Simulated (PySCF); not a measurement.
These are PySCF with PBE0-D3(BJ)/def2-TZVP values and carry that method's errors. Isolated molecules, 0 K electronic values unless said otherwise. 

Reference species (SMILES): `[Cl]` (neutral, multiplicity 2).

```
Quantity                          Value
-----------------------------  --------
highest occupied spin orbital  -9.54 eV
```

Changed species: `F[C](Cl)F` (radical fragment; the reference has radical fragment).

**Question.** What does the change do to the highest occupied spin orbital?

**Answer.** the highest occupied spin orbital increases by 2.22 eV, to -7.32 eV.
